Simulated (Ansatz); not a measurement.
in.yaml

```yaml
crystal:
  periodic: [false, false, false]
  atoms:
    - {symbol: H, position_ang: [-2.402126, 0.047936, 0.000000]}
    - {symbol: H, position_ang: [-1.512126, 0.047936, 0.000000]}
    - {symbol: Si, position_ang: [0.121874, 0.047936, 0.000000]}
    - {symbol: H, position_ang: [0.518309, -1.431577, 0.000000]}
basis:
  gaussian: {orbitals: cc-pVDZ}
magnetization: {spin_polarized: false, initial_magnetization: 1}
correlation: {method: ccsdtq, electrons: outside_noble_gas}
```

```sh
$ ansatz run in.yaml --threads 2 --pin off --events-out ev --progress --plain --max-ram 24576MiB --backend cuda --devices 0, --max-vram 18GiB
```

The program prints:

```
588 factors; integrals over basis functions are off by at most 1.7e-7 eV
mean field evaluation 1: about -7904.7154 eV, gradient 8.7e0 eV
mean field evaluation 2: about -7904.7243 eV, gradient 8.8e0 eV
mean field evaluation 4: about -7905.2141 eV, gradient 4.9e-1 eV
mean field evaluation 8: about -7905.2164 eV, gradient 2.9e-4 eV
mean field evaluation 16: about -7905.2162 eV, gradient 1.1e-1 eV
mean field evaluation 32: about -7905.0967 eV, gradient 3.4e0 eV
mean field evaluation 64: about -7904.6408 eV, gradient 6.3e-1 eV
mean field evaluation 96: about -7904.6528 eV, gradient 1.2e-1 eV
mean field evaluation 128: about -7905.2164 eV, gradient 2.1e-2 eV
mean field -7905.21641242 eV, -290.5113448083 hartree, gradient 8.8e-6 eV, S^2 0.750000; 7 other end points of the search recorded, 0 dependent functions left out
mean field evaluation 160: about -7905.3364 eV, gradient 4.4e-2 eV
...
cycle  13  -3.92071045 eV  change   -6.7e-5 eV  update   7.7e-5
cycle  14  -3.92065410 eV  change    5.6e-5 eV  update   4.7e-5
cycle  15  -3.92061073 eV  change    4.3e-5 eV  update   2.5e-5
cycle  16  -3.92060787 eV  change    2.9e-6 eV  update   1.3e-5
cycle  17  -3.92061445 eV  change   -6.6e-6 eV  update   7.9e-6
cycle  18  -3.92061830 eV  change   -3.9e-6 eV  update   3.8e-6
cycle  19  -3.92061806 eV  change    2.4e-7 eV  update   2.3e-6
cycle  20  -3.92061651 eV  change    1.6e-6 eV  update   1.1e-6
cycle  21  -3.92061572 eV  change    7.9e-7 eV  update   6.3e-7
cycle  22  -3.92061551 eV  change    2.1e-7 eV  update   3.4e-7
Total energy: -7909.13702792 eV, -290.6554247706 hartree
```

For the same geometry and basis full CI lies 0.0 meV lower.

Ran on 2 threads of AMD EPYC 7R13 with a shared H100 80 GB, shared host: 70 s wall, 0.81 GiB peak host memory.
